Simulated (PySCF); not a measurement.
## Ionisation energy of Ar by level of theory

Ar [Ar] (1S) → Ar⁺ [Ne] 3s2 3p5 (2P), as a difference of total energies. Calculation: PySCF 2.14, in dyall-av3z; the spin-free X2C one-electron Hamiltonian (Gaussian nucleus). Correlated levels: valence: [Ne] frozen; virtual orbitals above 40 to 60 times the deepest correlated orbital energy dropped. The calculations carry no spin-orbit coupling.

```tsv
method	ionisation energy (eV)
UHF	14.537
MP2 (valence)	15.716
SCS-MP2 (valence)	15.613
CCSD (valence)	15.533
CCSD(T) (valence)	15.588
```

Task: How much does correlation contribute at CCSD(T) (valence)?

Result: 15.588 − (14.537) = 1.051 eV, measured against UHF.

Errors of the correlated levels include the incompleteness of this basis and the frozen core.

For comparison: 15.819 eV (measured; NIST levels, between the centres of gravity of the two terms).
